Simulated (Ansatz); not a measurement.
# AlF (singlet): from Hartree-Fock to the top rungs, aug-cc-pVDZ

An exercise on one series of results from a longer session: the logs are not shown, and one member is left open.

Method: aug-cc-pVDZ, core rule «outside noble gas», up to 6 orbitals frozen; program: Ansatz 0.2.0, Gaussian basis.

To be run: UHF; CCSD(T) on RHF; BCCD(T) on RHF; CISD; CCSDT(Q) on RHF.

24 further runs of the same task are left out: 10 for a known fault of the program, 4 that didn't finish, 10 set aside as unsound or not needed. Runs told in other sessions of the task aren't counted.

### The system

The geometry is a PBE0/def2-TZVPD stationary point (not a proven minimum) of the parent state, kept for this charge and spin.

2 atoms, charge 0, spin multiplicity 1.

Atoms are counted from 1 here; the program's logs count them from 0.

Bond lengths: Al1–F2 1.734 Å.

The first run:

in.yaml reads:

```yaml
crystal:
  periodic: [false, false, false]
  atoms:
    - {symbol: Al, position_ang: [0.000000, 0.000000, 0.000000]}
    - {symbol: F, position_ang: [0.000000, 0.000000, 1.734200]}
basis:
  gaussian: {orbitals: aug-cc-pVDZ}
magnetization: {spin_polarized: true, initial_magnetization: 0}
hamiltonian: {xc: hf}
output: {orbitals: {seedname: orbitals}}
```

Run with:

```sh
$ ansatz run in.yaml --threads 1 --pin off --events-out ev --progress --plain --max-ram 2393MiB
```

Steps of the session up to this table: UHF; CCSD(T) on RHF; BCCD(T) on RHF; CISD; CCSDT(Q) on RHF.

One table of the session follows, with a row left open; its other results are not shown here.

```
   method  from RCCSDT(Q) (meV)
      RHF               +7561.5
     RMP2                +525.8
     CISD                +714.5
    RCCSD                     ?
 RCCSD(T)                 +24.2
  BCCD(T)                 +17.8
   RCCSDT                 +13.2
RCCSDT(Q)                     0
```

Estimate the missing values for RCCSD.

**Answer.** from RCCSDT(Q) (meV): +204.1. In the column «from RCCSDT(Q) (meV)» it lies between RCCSD(T) (+24.2) and RMP2 (+525.8).
